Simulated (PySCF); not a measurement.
SiO⁺ from Hartree–Fock to correlated methods

State: ²Σ⁺ (doublet), unpaired electrons σ ↑. Set-up: basis Si def2-SVPD, O def2-SVPD; no relativity; PySCF 2.14. De refers to Si⁺ + O in their high-spin ground configurations, without counterpoise correction. The functionals are run spin-unrestricted. A positive dipole points towards O; it is taken about the centre of mass and depends on that origin.

```tsv
Level	Re (Å)	ωe (cm⁻¹)	De (eV)	μ (D)
ROHF	1.574	1052	1.70	-3.55
ROHF-MP2	1.570	1014	3.82	n/a
ROHF-SCS-MP2	1.573	1016	3.65	n/a
ROHF-CCSD	1.556	1092	3.81	n/a
ROHF-CCSD(T)	1.562	1074	4.07	n/a
PBE	1.551	1109	5.12	-4.45
revPBE	1.556	1097	4.83	-4.46
TPSS	1.548	1112	4.77	-4.46
r²SCAN	1.539	1132	4.82	-4.58
PBE0	1.541	1111	4.41	-4.56
BHandHLYP	1.545	1071	3.68	-4.41
LC-ωPBE	1.532	1113	4.33	-4.74
```

Which functional lies closest to ROHF-CCSD(T) in De, which farthest, and by how much do they differ from it?

Closest is LC-ωPBE (-3.0 pm in Re, +3.6 % in ωe, +0.26 eV in De against ROHF-CCSD(T) in the same basis), farthest PBE (-1.1 pm in Re, +3.3 % in ωe, +1.05 eV in De). CCSD(T) converges more slowly with the basis than the functionals do and binds too weakly in this one, so the order can change at the basis-set limit.

What does a quarter of exact exchange do here, going from PBE to PBE0?

PBE0 less PBE: -1.0 pm in Re, +0.2 % in ωe, -0.71 eV in De. Exact exchange removes part of the self-interaction that spreads semilocal densities, and in most molecules shortens and stiffens the bond and lowers De; so it does here.

What does the step from GGA to meta-GGA do here, going from PBE to r²SCAN?

r²SCAN less PBE: -1.2 pm in Re, +2.1 % in ωe, -0.30 eV in De. 

Correlated steps freeze 6 core orbitals. Correlated levels converge slowly with the basis: in double zeta they bind strong bonds too weakly, by up to about 1 eV, and carry superposition errors of some tenths. For an ion De counts to the pair picked by the measured ionisation energies or electron affinities, which need not be the lowest pair at this level. The CCSD T1 diagnostic is raised, a sign that a single reference may not be enough here. The state is the lowest determinant that a PBE0 search found; another state may lie lower at other levels.

The whole job (state search and all levels along the bond) took about 2.2 min on 1 thread of Oxide Virtual Turin-like (shared host), peak memory 0.55 GiB.
